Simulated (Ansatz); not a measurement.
System: 2H WSe2. Method: r²SCAN (Ansatz, a program for electronic structure, plane waves, PAW).

Rigid layers of the crystal as relaxed at this level are moved apart or together:

```
run   k mesh  layer repeat (Å)  energy against free layers (meV/Å²)  gap on the mesh (eV)
---  -------  ----------------  -----------------------------------  --------------------
1    12×12×4              6.18                                 5.27                 0.855
2    12×12×4              6.33                                 0.11                 0.976
3    12×12×4              6.48                                -2.85                 1.090
4    12×12×4              6.68                                -4.63                 1.232
5    12×12×4              6.98                                -4.88                 1.419
6    12×12×4              7.48                                -3.31                 1.620
7    12×12×2              8.48                                -0.87                 1.638
8    12×12×2             10.48                                -0.03                 1.643
```

The lowest energy of these points lies at a layer repeat of 6.98 Å.

Spin–orbit coupling is not included.

Note: the cell comes from a level without a dispersion term, which matters for the spacing of layers, chains or molecules.
